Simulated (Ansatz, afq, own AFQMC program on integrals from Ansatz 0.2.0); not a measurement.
**NH3, triplet in cc-pVTZ, levels against CCSDT(Q)**

```xyz
4

H    -1.8449    0.0594    0.0000
H    -1.0329    0.0594    0.0000
N     0.1751    0.0594    0.0000
H     0.4442   -0.9448    0.0000
```

Basis cc-pVTZ. Noble-gas cores (and the filled d shells of Ga–Kr and In–Xe) are frozen. Integrals, coupled cluster, full CI and functionals: Ansatz 0.2.0; the random walks run on the same integrals in our own AFQMC program. ph-AFQMC/CISD is guided by a CISD state made of CCSD amplitudes; releasing the constraint for a short imaginary time cuts its bias at the price of noise, slowly where states lie close. Uncertainties: one standard error, sampling alone.

Determinant: UHF, the one that the program's search chose, which needn't be the lowest solution. The geometry is a point of a scan.

No full CI on the walks' own integrals is used here; CCSDT(Q) serves as the reference and is uncertain by about the last step of the cluster series.

Cautions: lower spins were not checked.

```
T1 diagnostic                               : 0.0176
weight of the determinant in the CISD state : 0.924
⟨S²⟩ of the determinant                     : 2.040
size of the correlated space                : 8 electrons in 71 orbitals
```

```
  level  correlation energy (eV)
    MP2                  -5.1397
   CCSD                  -5.8196
CCSD(T)                  -5.9870
```

Task: Estimate where phaseless AFQMC with a CISD trial lies against CCSD(T) on the same integrals.

Result: 0.27 ± 0.06 kcal/mol below CCSD(T).

Reference: CCSDT(Q), correlation energy -6.010 eV. The released energy is read at 1.62 1/Eh, later times being too noisy (meV from the phaseless value at times in 1/Eh: -9 ± 3 at 0.24, -12.9 ± 2.2 at 0.51, -13.9 ± 2.4 at 0.99, -11.8 ± 2.4 at 1.62, 41 ± 51 at 2.40).

```csv
level,E − E(reference) (kcal/mol),share of correlation (%)
CCSD(T),0.54,99.61
CCSDT,0.14,99.90
ph-AFQMC/CISD,0.27 ± 0.06,99.80
released AFQMC,0.00 ± 0.06,100.00
```

A walk keeps the symmetry of its determinant, which the program's search chose and which needn't be the lowest solution, so a lower state of the same spin and another symmetry isn't excluded. Released energies are given only where the last usable release times agree within the noise; a slower fall can still hide under it.
